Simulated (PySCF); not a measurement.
**SiCl: from constants to spectrum**

UHF-CCSD(T) constants of SiCl, ²Π (doublet), unpaired electrons π ↑ (PySCF, no relativity, basis sets Si 6-311G(d,p), Cl 6-311G(d,p); masses 27.9769 and 34.9689 u):

* ωe: 519.6 cm⁻¹
* ωexe: 2.38 cm⁻¹
* Be: 0.25021 cm⁻¹
* αe: 0.00166 cm⁻¹
* D (centrifugal): 2.32e-07 cm⁻¹
* De to Si + Cl: 3.78 eV

(1) Give the vibrational terms G(v) and spacings up to v = 6.

(2) How well does the Morse estimate ωe²/(4ωexe) reproduce De, and what is D0?

Correlated steps freeze 10 core orbitals. The state was picked by a PBE0 search and need not be the measured ground state.

Results:

(1) G(v) = ωe(v+½) − ωexe(v+½)².

```
v  G(v) (cm⁻¹)  G(v) − G(v−1)  Bv (cm⁻¹)
0        259.2                    0.2494
1        774.0          514.8     0.2477
2       1284.1          510.1     0.2461
3       1789.4          505.3     0.2444
4       2290.0          500.6     0.2427
5       2785.8          495.8     0.2411
6       3276.8          491.0     0.2394
```

(2) It gives 3.52 eV, 93 % of the computed De. D0 = De − G(0) = 3.78 − 0.03 = 3.75 eV.
